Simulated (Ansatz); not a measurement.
Reaction (isomerisation): `CC(C)=CN` → `NCC1CC1`

Calculated with Ansatz (gas phase, PBE0-D4/def2-TZVP geometries, no zero-point term in ΔE). CCSD(T)/CBS adds triple-zeta CCSD(T) − MP2 to the extrapolated MP2 energy (def2 sets, frozen cores). DFT in def2-TZVPP. B3LYP here is the variant with VWN-RPA as its local correlation; programs differ in this. Each species was taken in one conformer, which may not be the lowest.

```json
{"level": "PBE0-D4", "ΔE (kJ/mol)": "48.9", "difference from CCSD(T)/CBS": "-6.0"}
{"level": "B3LYP-D4", "ΔE (kJ/mol)": "68.4", "difference from CCSD(T)/CBS": "13.5"}
{"level": "B2PLYP", "ΔE (kJ/mol)": "61.4", "difference from CCSD(T)/CBS": "6.5"}
{"level": "PBE0", "ΔE (kJ/mol)": "48.2", "difference from CCSD(T)/CBS": "-6.7"}
{"level": "B3LYP", "ΔE (kJ/mol)": "67.2", "difference from CCSD(T)/CBS": "12.3"}
{"level": "HF/def2-TZVPP", "ΔE (kJ/mol)": "56.6", "difference from CCSD(T)/CBS": "1.7"}
{"level": "SCS-MP2/def2-TZVPP", "ΔE (kJ/mol)": "50.2", "difference from CCSD(T)/CBS": "-4.7"}
{"level": "CCSD/def2-TZVPP", "ΔE (kJ/mol)": "50.4", "difference from CCSD(T)/CBS": "-4.5"}
{"level": "HF/def2-QZVPP", "ΔE (kJ/mol)": "56.8", "difference from CCSD(T)/CBS": "1.9"}
{"level": "MP2/CBS(def2)", "ΔE (kJ/mol)": "49.2", "difference from CCSD(T)/CBS": "-5.7"}
{"level": "CCSD(T)/CBS", "ΔE (kJ/mol)": "54.9", "difference from CCSD(T)/CBS": "0"}
```

Largest T1 diagnostic among the species: 0.010.

In def2-TZVPP, CCSD(T) changes the Hartree–Fock value by −3.5 kJ/mol (the triples alone add +2.7 kJ/mol) and MP2 by −9.1 kJ/mol. From PBE to PBE0 (25 % exact exchange), in def2-TZVPP and without D4, ΔE moves by −9.6 kJ/mol.
